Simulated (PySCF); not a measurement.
Compound: glycidaldehyde, C3H4O2.
Structure used (GFN2-xTB), in Å, numbered top down from 1:
```xyz
9
C3H4O2 angstrom
O      2.3862    0.0132    0.2373
C      1.3189    0.2783   -0.2370
C      0.0916   -0.5413   -0.0613
C     -1.1679    0.1445    0.2942
O     -0.9403   -0.3420   -0.9839
H      1.1504    1.1805   -0.8553
H      0.2417   -1.5610    0.2847
H     -1.8958   -0.3901    0.8938
H     -1.1713    1.2238    0.4023
```

Method: TDDFT PBE0/def2-SVPD, vertical, gas phase, core orbitals frozen in the response (PySCF 2.14.0, density-fitted response routines).

Frontier orbitals with the atoms that hold most of them (Löwdin shares over 4%, at most four atoms; ? is withheld):

```tsv
orbital	ε (eV)	atoms
HOMO-3	-11.83	O1 31%, C2 19%, O5 13%, C3 12%
HOMO-2	-9.57	O5 29%, C4 24%, C3 23%, O1 14%
HOMO-1	-9.03	?
HOMO	?	?
LUMO	-1.35	C2 38%, O1 34%, C4 7%, C3 7%
LUMO+1	0.88	C4 31%, H9 17%, H8 16%, C2 11%
LUMO+2	1.20	O5 21%, H7 20%, H6 15%, O1 12%
```

Question: Give the leading atoms of the HOMO-1.

Answer: O5 (bonded to 2 C) 57%; C4 (bonded to C, O and 2 H) 12%; O1 (bonded to C) 10%; C3 (bonded to 2 C, O and H) 6%. By element: oxygen 67%, carbon 18% or more.

Question: Give the leading atoms of the HOMO.

Answer: O1 (bonded to C) 54%; C2 (bonded to C, O and H) 16%; C3 (bonded to 2 C, O and H) 10%; O5 (bonded to 2 C) 9%. By element: oxygen 63%, carbon 26% or more.

Question: What is the HOMO energy, and the HOMO–LUMO gap?

Answer: ε(HOMO) = -7.85 eV; the gap is 6.51 eV (0.2391 hartree).

Question: How does S1 compare with the orbital gap of 6.51 eV?

Answer: S1 is at 4.21 eV (f = 0.0002), 2.30 eV below the gap, made of HOMO→LUMO (97%). 

Question: Give energy, strength and leading configuration of S1, S2, S3 and S4, and follow the Löwdin shares of the leading atoms from the occupied to the empty orbital.

Answer: 
- S1 (4.21 eV, f 0.0002), HOMO→LUMO (97%): O1 54% → 34%, C2 16% → 38%; low, almost dark, from the terminal oxygen into the C=O bond, the pattern of n→π*
- S2 (6.19 eV, f 0.013), HOMO-1→LUMO (90%): O5 57% → at most 8%, C4 12% → 7%, C2 at most 6% → 38%, O1 10% → 34%
- S3 (7.18 eV, f 0.184), HOMO-2→LUMO (85%): O5 29% → at most 8%, C4 24% → 7%, C2 at most 11% → 38%, O1 14% → 34%
- S4 (7.68 eV, f 0.036), HOMO→LUMO+1 (76%): O1 54% → at most 11%, C2 16% → 11%, C4 at most 10% → 31%, H9 at most 10% → 17%

Löwdin shares depend on the basis, the more so with diffuse functions.

One conformer stands for the species.
